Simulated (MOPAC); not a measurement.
MOPAC input (PM7):

```
PM7 1SCF CHARGE=1 GEO-OK AUX(PRECISION=9) THREADS=1
CH3O

O    -0.09788910 1   -0.14223064 1    0.59918690 1
C     0.11020707 1    0.04653981 1   -0.61310884 1
H     0.09106748 1    1.04600479 1   -1.05194397 1
H     0.31173752 1   -0.84557014 1   -1.20537534 1
H    -0.28093466 1    0.65817156 1    1.14247713 1
```

From the last part of the output:

```
                                                       MOPAC v23.2.5 Linux

          FINAL HEAT OF FORMATION =        169.68599 KCAL/MOL =     709.96617 KJ/MOL

          COSMO AREA              =         63.74 SQUARE ANGSTROMS
          COSMO VOLUME            =         45.16 CUBIC ANGSTROMS

          IONIZATION POTENTIAL    =         20.336970 EV
          HOMO LUMO ENERGIES (EV) =        -20.337 -7.819
          NO. OF FILLED LEVELS    =          6
          MOLECULAR WEIGHT        =         31.0341         POINT GROUP:  Cs

          MOLECULAR DIMENSIONS (Angstroms)

            Atom       Atom       Distance
            H     5    H     4     2.85042
            H     3    O     1     1.89134
            O     1    H     4     0.00000

          SCF CALCULATIONS        =          1

   ATOM   CHEMICAL          X               Y               Z
  NUMBER   SYMBOL      (ANGSTROMS)     (ANGSTROMS)     (ANGSTROMS)

     1       O         -0.09788910  *  -0.14223064  *   0.59918690  *
     2       C          0.11020707  *   0.04653981  *  -0.61310884  *
     3       H          0.09106748  *   1.04600479  *  -1.05194397  *
     4       H          0.31173752  *  -0.84557014  *  -1.20537534  *
     5       H         -0.28093466  *   0.65817156  *   1.14247713  *

                             CARTESIAN COORDINATES

   1    O       -0.097889100    -0.142230640     0.599186900
   2    C        0.110207070     0.046539810    -0.613108840
   3    H        0.091067480     1.046004790    -1.051943970
   4    H        0.311737520    -0.845570140    -1.205375340
   5    H       -0.280934660     0.658171560     1.142477130

           Empirical Formula: C H3 O  =     5 atoms

      MOLECULAR POINT GROUP   :   Cs

                  EIGENVALUES
 -41.01051 -31.87834 -26.85871 -23.85008 -22.53474 -20.33697  -7.81941  -5.39479
  -2.84663  -2.45722  -1.68596

              NET ATOMIC CHARGES AND DIPOLE CONTRIBUTIONS

  ATOM NO.   TYPE          CHARGE      No. of ELECS.   s-Pop       p-Pop
    1          O          -0.163871        6.1639     1.80148     4.36239
    2          C           0.353631        3.6464     1.21939     2.42698
    3          H           0.191190        0.8088     0.80881
    4          H           0.231179        0.7688     0.76882
    5          H           0.387871        0.6121     0.61213
 DIPOLE           X         Y         Z       TOTAL
 POINT-CHG.     0.189     1.571    -1.859     2.441
 HYBRID        -0.113     0.217     0.485     0.543
 SUM            0.076     1.788    -1.374     2.256

          ATOMIC ORBITAL ELECTRON POPULATIONS

     Atom    s        px        py        pz
    1  O   1.80148   1.53998   1.52789   1.29451
    2  C   1.21939   0.47053   1.14899   0.80746
    3  H   0.80881
    4  H   0.76882
    5  H   0.61213

 **********************
 *                    *
 * JOB ENDED NORMALLY *
 *                    *
 **********************

 == MOPAC DONE ==
```

The dipole moment of an ion depends on the origin.
